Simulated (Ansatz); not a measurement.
bcc Na was calculated with r²SCANh (plane waves, PAW; Ansatz, a quantum-chemistry and plane-wave program).

Run with plane-wave cutoff 520 eV, 10×10×10 k mesh, Fermi–Dirac smearing 0.05 eV, scalar-relativistic PAW data made under PBE.

The volume scan:

```
V (Å³/atom)  E − E_lowest (meV/atom)
-----------  -----------------------
35.911                          2.67
36.558                          1.18
37.801                          0.00
38.746                          0.42
39.691                          1.85
```

Problem. Fit the third-order Birch–Murnaghan equation and give B0 and B′.

Solution. V0 = 37.901 Å³/atom, B0 = 7.56 GPa, B′ = 3.6 (fit to the energies at full precision).

Measured, for comparison: bulk modulus 7.9 GPa (0 K value with the zero-point phonon effect removed, our sources range from 7.63 to 7.91; as tabulated in Mejia-Rodriguez and Trickey (2018), arXiv:1807.09216); equilibrium volume per atom 37.42 Å³/atom (static lattice: zero-point anharmonic expansion removed; as tabulated in Mejia-Rodriguez and Trickey (2018), arXiv:1807.09216). Computed (rounded) less measured: bulk modulus -4 % (-0.9 % to -4 % over the range), equilibrium volume per atom +1.3 %.

Static lattice: no zero-point or thermal effects.
